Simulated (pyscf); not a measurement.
Elementary routes open to methyl (CH₃•) + formic acid (O=CH–OH) in the gas phase (doublet surface):
A. methanol (H₃C–OH) + formyl (•HC=O) (C–O broken; C–O formed)
B. H₃C–O–CH=O + H atom (H•) (H–O broken; C–O formed)

Structures and frequencies: ωB97X-D3(BJ)/def2-SVP in PySCF.

### Question
Rank the routes by free-energy barrier at 298 K, lowest first, for ωB97M-D3(BJ)/def2-TZVP energies (ideal gas, 1 atm, RRHO with modes under 100 cm⁻¹ raised to 100, one conformer, R ln 2 for chiral ones without a mode under 150 cm⁻¹).

### Answer
A (2.71 eV), B (2.97 eV)

Route A is the fastest of these, ahead of the next by 0.25 eV. The most stable products are those of A (ΔG = +0.71 eV), so kinetics and thermodynamics agree. At 1200 K A is still the fastest. Only these routes are compared; each barrier is that of the saddle found, and lower ones may exist.
